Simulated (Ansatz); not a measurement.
Input for Ansatz (development build ahead of 0.2.0):

```yaml
crystal:
  periodic: [false, false, false]
  atoms:
    - { symbol: H, position_ang: [0.04997, -0.04894, 0.08887] }
    - { symbol: C, position_ang: [0.36731, 0.49284, 0.97875] }
    - { symbol: C, position_ang: [1.0389, 0.4854, 2.04041] }
    - { symbol: O, position_ang: [1.72838, 0.60986, 2.95642] }
basis:
  gaussian: { orbitals: def2-SVP }
magnetization:
  spin_polarized: true
  initial_magnetization: 1
hamiltonian:
  xc: pbe0
output:
  forces: true
```

The input is written out in the form of the current development build from the run's settings.

The run gave:

```json
{
 "Converged": "yes",
 "Total energy": "-151.63383 hartree",
 "Spin squared of the determinant": "0.760",
 "Stability test": "minimum"
}
```

Forces (eV/Å):
| atom | Fx | Fy | Fz |
| --- | --- | --- | --- |
| H1 | 0.016 | 0.228 | 0.351 |
| C2 | -1.551 | -0.265 | -2.282 |
| C3 | 0.310 | -0.223 | -0.320 |
| O4 | 1.225 | 0.261 | 2.251 |
